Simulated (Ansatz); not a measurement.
`C=C=CC`. Charge 0, multiplicity 1.

```xyz
10

C    -2.014    0.152    0.566
C    -0.886   -0.004   -0.061
C     0.245   -0.159   -0.686
C     1.597   -0.031   -0.054
H    -2.515   -0.685    1.043
H    -2.494    1.124    0.632
H     0.211   -0.400   -1.747
H     2.161   -0.963   -0.154
H     1.515    0.212    1.006
H     2.181    0.753   -0.545
```

Q: What are the harmonic wavenumbers in cm⁻¹ at PBE0-D4/def2-TZVP (Ansatz, finite differences of forces, unscaled)? (Estimate.)

A: The calculation gave: 171, 210, 344, 542, 576, 876, 891, 898, 1015, 1057, 1093, 1159, 1359, 1400, 1467, 1475, 1501, 2077, 3044, 3101, 3135, 3139, 3152, 3215.

Q: Is this a minimum?

A: Yes, all 24 modes are real.

Q: Give the ideal-gas thermochemistry at 298.15 K and 1 bar (rigid rotor, harmonic oscillator; point group Cs, symmetry number 1).

A: Zero-point energy 220.7 kJ/mol; H(298) − E = 236.4 kJ/mol; entropy 289.7 J/(mol·K), of which translation 158.6, rotation 99.7, vibration 31.4; G(298) − E = 150.0 kJ/mol.

Q: Rotational constants (cm⁻¹)?

A: 1.158, 0.1409, 0.1321.
